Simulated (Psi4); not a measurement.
# SiH4 (SMILES [SiH4]): CCSD(T)/cc-pVTZ

What is the energy change on altering one bond length of SiH4 at CCSD(T)/cc-pVTZ? 

The results are computed with Psi4 1.11.

2 further runs of the same task are left out: 2 that didn't finish.

### 1 The system as given

SiH4 has 5 atoms, charge 0, and is taken as a singlet. As SMILES, `[SiH4]`. Geometry: relaxed at PBE0-D4/def2-TZVP.

Bond lengths: Si1–H2 1.485 Å, Si1–H3 1.485 Å, Si1–H4 1.485 Å, Si1–H5 1.485 Å. Angles: H2–Si1–H3 109.5°, H2–Si1–H4 109.5°, H2–Si1–H5 109.5°, H3–Si1–H4 109.5°, H3–Si1–H5 109.5°, H4–Si1–H5 109.5°.

### 2 The energy at CCSD(T)/cc-pVTZ

Contents of job.in:

```
memory 1600 mb

molecule m {
  0 1
  Si     0.000000     0.000000    -0.000100
  H      0.967600    -0.688400     0.890900
  H     -1.331000     0.044900     0.656000
  H     -0.105100    -0.740300    -1.282600
  H      0.468500     1.383800    -0.264200
  units angstrom
  symmetry c1
  no_reorient
  no_com
}

set {
  puream true
  e_convergence 1e-09
  d_convergence 1e-08
  scf_type pk
  num_frozen_docc 5
}

E, wfn = energy("ccsd(t)/cc-pVTZ", return_wfn=True)
```

Run with:

```
psi4 job.in job.out -n 1
```

job.out, shortened:

```text
[...]
  Running in c1 symmetry.
[...]
  Nuclear repulsion =   21.270588269772578
[...]
  Multiplicity = 1
[...]
  Nalpha       = 9
  Nbeta        = 9
[...]
    Number of basis functions: 90
[...]
   @RHF iter   1:  -291.23244544781051   -4.73326e-01   1.74341e-03 DIIS/ADIIS
[...]
   @RHF iter   8:  -291.26051242580729   -5.74119e-12   1.63580e-09 DIIS
[...]
    Orbital Energies [Eh]
    ---------------------
    Doubly Occupied:
       1A    -68.776888     2A     -6.126016     3A     -4.232013
       4A     -4.232012     5A     -4.232012     6A     -0.730100
       7A     -0.485842     8A     -0.485818     9A     -0.485800
[...]
  @RHF Final Energy:  -291.26051242580729
   => Energetics <=
    Nuclear Repulsion Energy =             21.2705882697725777
    One-Electron Energy =                -445.4891970819265907
    Two-Electron Energy =                 132.9580963863467105
    Total Energy =                       -291.2605124258072919
[...]
 Multipole Moments:
 ------------------------------------------------------------------------------------
     Multipole            Electronic (a.u.)      Nuclear  (a.u.)        Total (a.u.)
 ------------------------------------------------------------------------------------
 L = 1.  Multiply by 2.5417464519 to convert [e a0] to [Debye]
 Dipole X            :         -0.0000017            0.0000000           -0.0000017
 Dipole Y            :         -0.0000099            0.0000000           -0.0000099
 Dipole Z            :          0.0022159           -0.0024566           -0.0002408
 Magnitude           :                                                    0.0002410
[...]
      * MP2 total energy                      = -291.403696380294946
[...]
      * CCSD total energy                     = -291.433512291938086
[...]
      * CCSD(T) total energy                  = -291.437344107954175
[...]
```

Run time: 12 s. Hardware: 1 thread of AMD EPYC 9R45 (Zen 5), shared host; peak memory 0.86 GiB.

### 3 The distorted shape, same level

Contents of h4si.json:

```json
{
  "schema_name": "qcschema_input",
  "schema_version": 1,
  "molecule": {
    "schema_name": "qcschema_molecule",
    "schema_version": 2,
    "symbols": ["Si", "H", "H", "H", "H"],
    "geometry": [-0.7082429, -2.09192493, 0.39905725, 1.1202561, -3.39281239, 2.08280322, -3.22346837, -2.00707623, 1.63890656, -0.90685311, -3.49088918, -2.02451651, 0.88533669, 2.61500301, -0.49926564],
    "molecular_charge": 0,
    "molecular_multiplicity": 1,
    "fix_symmetry": "c1"
  },
  "driver": "energy",
  "model": {
    "method": "ccsd(t)",
    "basis": "cc-pVTZ"
  },
  "keywords": {
    "reference": "rhf",
    "puream": true,
    "e_convergence": 1e-09,
    "d_convergence": 1e-08,
    "scf_type": "pk",
    "num_frozen_docc": 5
  }
}
```

Run with:

```
psi4 --qcschema h4si.json -n 1 --memory 1600MB
```

stdout, shortened:

```text
[...]
  Running in c1 symmetry.
[...]
  Nuclear repulsion =   18.856460818009932
[...]
  Multiplicity = 1
[...]
  Nalpha       = 9
  Nbeta        = 9
[...]
    Number of basis functions: 90
[...]
   @RHF iter   1:  -291.08854866325731   -5.80826e-01   1.70781e-03 DIIS/ADIIS
[...]
   @RHF iter   9:  -291.12244351882379   -5.62750e-12   3.31988e-09 DIIS
[...]
    Orbital Energies [Eh]
    ---------------------
    Doubly Occupied:
       1A    -68.848669     2A     -6.190671     3A     -4.296384
       4A     -4.296068     5A     -4.296068     6A     -0.735462
       7A     -0.515827     8A     -0.515788     9A     -0.339746
[...]
  @RHF Final Energy:  -291.12244351882379
   => Energetics <=
    Nuclear Repulsion Energy =             18.8564608180099320
    One-Electron Energy =                -439.8884435350313424
    Two-Electron Energy =                 129.9095391981976206
    Total Energy =                       -291.1224435188238431
[...]
 Multipole Moments:
 ------------------------------------------------------------------------------------
     Multipole            Electronic (a.u.)      Nuclear  (a.u.)        Total (a.u.)
 ------------------------------------------------------------------------------------
 L = 1.  Multiply by 2.5417464519 to convert [e a0] to [Debye]
 Dipole X            :         -0.6205403            0.3068421           -0.3136982
 Dipole Y            :         -1.8329032            0.9063142           -0.9265890
 Dipole Z            :          0.3492276           -0.1725617            0.1766659
 Magnitude           :                                                    0.9940748
[...]
      * MP2 total energy                      = -291.273342276170808
[...]
      * CCSD total energy                     = -291.316200441318813
[...]
      * CCSD(T) total energy                  = -291.323425124966548
[...]
```

The result, in JSON:

```text
{
 "driver": "energy",
 "model": {
  "method": "ccsd(t)",
  "basis": "cc-pVTZ"
 },
 "success": true,
 "return_result": -291.32342512496655,
 "properties": {
  "calcinfo_nbasis": 90,
  "calcinfo_nmo": 90,
  "calcinfo_nalpha": 9,
  "calcinfo_nbeta": 9,
  "calcinfo_natom": 5,
  "nuclear_repulsion_energy": 18.856460818009932,
  "return_energy": -291.32342512496655,
  "scf_one_electron_energy": -439.88844353503134,
  "scf_two_electron_energy": 129.90953919819762,
  "scf_dipole_moment": [-0.31369822627073485, -0.9265890399438839, 0.1766658864145514],
  "scf_total_energy": -291.1224435188238,
  "scf_iterations": 9,
  "mp2_same_spin_correlation_energy": -0.014102266872070751,
  "mp2_opposite_spin_correlation_energy": -0.13679649047774714,
  "mp2_singles_energy": -7.247711332729726e-28,
  "mp2_doubles_energy": -0.1508987573498179,
  "mp2_correlation_energy": -0.1508987573498179,
  "mp2_total_energy": -291.2733422761708,
  "ccsd_same_spin_correlation_energy": -0.015612132208278812,
  "ccsd_opposite_spin_correlation_energy": -0.17814479028952696,
  "ccsd_singles_energy": 0.0,
  "ccsd_doubles_energy": -0.19375692249780577,
  "ccsd_correlation_energy": -0.19375692249780582,
  "ccsd_total_energy": -291.3162004413188,
  "ccsd_iterations": 16,
  "ccsd_prt_pr_correlation_energy": -0.20098160614554517,
  "ccsd_prt_pr_total_energy": -291.32342512496655
 }
}
```

Wall time 13 s (1 thread of AMD EPYC 9R45 (Zen 5), shared host); peak memory 0.86 GiB.

### 4 What came out

Level: CCSD(T)/cc-pVTZ, 5 core orbitals frozen.

```
                                                          quantity          value
                                         first shape: total energy  -291.43734 Eh
                  first shape: HOMO energy (Hartree–Fock orbitals)      -13.22 eV
                  first shape: LUMO energy (Hartree–Fock orbitals)        4.18 eV
                first shape: HOMO–LUMO gap (Hartree–Fock orbitals)       17.40 eV
          first shape: correlation energy (5 core orbitals frozen)     -176.8 mEh
                                       first shape: (T) correction      -3.83 mEh
                                        first shape: T1 diagnostic          0.011
                                     distorted shape: total energy  -291.32343 Eh
              distorted shape: HOMO energy (Hartree–Fock orbitals)       -9.24 eV
              distorted shape: LUMO energy (Hartree–Fock orbitals)        0.34 eV
            distorted shape: HOMO–LUMO gap (Hartree–Fock orbitals)        9.58 eV
      distorted shape: correlation energy (5 core orbitals frozen)     -201.0 mEh
                                   distorted shape: (T) correction      -7.22 mEh
                                    distorted shape: T1 diagnostic          0.033
energy change with the Si1–H5 bond stretched from 1.485 to 2.672 Å       3.100 eV
```

**Reading.** One bond (distorted shape) is far stretched, which a spin-restricted single reference describes badly; perturbation theory on it can break down and give far too much correlation. With the Si1–H5 bond stretched from 1.485 to 2.672 Å the energy rises by 3.10 eV (299 kJ/mol). The first shape isn't relaxed at this level, so the change isn't measured from a minimum. A restricted reference can't describe the breaking bond well at this length. The triples (first shape) make up 2.2 % of the correlation energy. The T1 diagnostic (distorted shape) of 0.033 is above the customary mark for such species, so a single reference may not serve. The triples (distorted shape) make up 3.6 % of the correlation energy.
